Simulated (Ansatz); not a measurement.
A made-up structure of C2H4Si, closed shell:

```xyz
7
angstrom
C -1.5179 -1.2540 -0.6029
Si -0.7353 -0.1816 0.3383
C 0.9151 0.7007 0.2818
H -2.3755 -1.8723 -0.8100
H 0.9606 1.3096 -0.6220
H -1.1750 -0.0349 1.6806
H 1.7132 -0.0424 0.2601
```

It is relaxed with PBE-D4/def2-SVP and then PBE0-D4/def2-TZVP (Ansatz 0.2.0). Atoms count as bonded within 1.22 times the sum of their covalent radii (H–H: 0.88 Å). The end point is not checked to be a true minimum.

Question: Does its bonding change? (A judgement: the text doesn't fix the answer.)

Answer: Computed: Yes. Formed: C1–C3; broken: Si2–C3.

Where it ends: The first stage lowers the energy by 4.43 eV in 28 steps. It ends as C₂H₄Si ([CH2]C=[SiH]):
| atom | x (Å) | y (Å) | z (Å) |
| --- | --- | --- | --- |
| C1 | -0.4564 | -0.5096 | 0.0737 |
| Si2 | -1.3099 | 0.6829 | 1.2386 |
| C3 | 0.5726 | -0.0335 | -0.6400 |
| H4 | -0.7307 | -1.5546 | -0.0580 |
| H5 | 0.8858 | 1.0047 | -0.5434 |
| H6 | -2.3186 | -0.3234 | 1.7950 |
| H7 | 1.1423 | -0.6413 | -1.3399 |

For scale, one of the runs: PBE0-D4/def2-TZVP relaxation, 123 basis functions, launched by `ansatz run in.yaml --threads 2 --pin off --events-out ev --progress --plain --max-ram 4352MiB`. The run took about 12 s on 2 CPU threads of an Intel Xeon Platinum 8223CL (shared host).
